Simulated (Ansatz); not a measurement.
**C2H5Na: functionals against CCSD(T) at one geometry**

The task here is to estimate one member of a computed series from the others.

Method: single points in def2-TZVPP; program: Ansatz 0.2.0, Gaussian basis.

Cores are frozen in the correlated methods. The outer core shell of Li, Na, Mg and K is correlated.

## The starting structure

SMILES `C[CH2][Na]`, 8 atoms, charge 0, spin multiplicity 1.

Atoms are counted from 1 here; the program's logs count them from 0.

Bond lengths: C1–C2 1.597 Å, C1–H4 1.037 Å, C1–H5 1.044 Å, C1–H6 1.130 Å, C2–Na3 2.466 Å, C2–H7 1.166 Å, C2–H8 1.026 Å. Angles: C2–C1–H4 116.0°, C2–C1–H5 109.1°, C2–C1–H6 107.6°, H4–C1–H5 108.2°, H4–C1–H6 105.2°, H5–C1–H6 110.6°, C1–C2–Na3 107.5°, C1–C2–H7 101.4°, C1–C2–H8 105.0°, Na3–C2–H7 112.6°, Na3–C2–H8 120.9°, H7–C2–H8 107.3°.

As a file:

```
C    -0.74290    0.24730   -0.23890
C     0.79590   -0.08960    0.02230
Na    0.88870   -1.84960    1.74730
H    -1.32570   -0.53300   -0.59400
H    -0.80820    1.03720   -0.91780
H    -1.20360    0.53440    0.75180
H     1.12960   -0.47180   -1.02710
H     1.24590    0.82050    0.17330
```

The first run:

Input file run/in.yaml:

```yaml
crystal:
  periodic: [false, false, false]
  atoms:
    - {symbol: C, position_ang: [-0.742900, 0.247300, -0.238900]}
    - {symbol: C, position_ang: [0.795900, -0.089600, 0.022300]}
    - {symbol: Na, position_ang: [0.888700, -1.849600, 1.747300]}
    - {symbol: H, position_ang: [-1.325700, -0.533000, -0.594000]}
    - {symbol: H, position_ang: [-0.808200, 1.037200, -0.917800]}
    - {symbol: H, position_ang: [-1.203600, 0.534400, 0.751800]}
    - {symbol: H, position_ang: [1.129600, -0.471800, -1.027100]}
    - {symbol: H, position_ang: [1.245900, 0.820500, 0.173300]}
basis:
  gaussian: {orbitals: def2-TZVPP}
correlation: {method: ccsd_t}
output: {forces: true}
```

No record of the launch command was kept for these runs.

Steps of the session up to this table: CCSD(T)/def2-TZVPP; PBE0-D4/def2-TZVPP; wB97M-V/def2-TZVPP; r2SCAN-D4/def2-TZVPP; PBE-D4/def2-TZVPP; r2SCANh-D4/def2-TZVPP; B97M-V/def2-TZVPP.

One of the session's tables, all rows but one given; the rest of the session is left out.

| method | RMS force component (eV/Å) | angle to CCSD(T) forces (°) | dipole (D) |
| --- | --- | --- | --- |
| CCSD(T) | 1.524 | reference | 6.23 |
| PBE0-D4 | 1.568 | 2.9 | 6.00 |
| wB97M-V | ? | ? | ? |
| r2SCAN-D4 | 1.530 | 1.5 | 5.96 |
| PBE-D4 | 1.574 | 4.1 | 5.17 |
| r2SCANh-D4 | 1.532 | 2.1 | 6.18 |
| B97M-V | 1.517 | 4.5 | 5.59 |

Estimate the missing values for wB97M-V.

**Answer.** RMS force component (eV/Å): 1.522; angle to CCSD(T) forces (°): 1.8; dipole (D): 6.45. In the column «RMS force component (eV/Å)» it lies between B97M-V (1.517) and CCSD(T) (1.524).
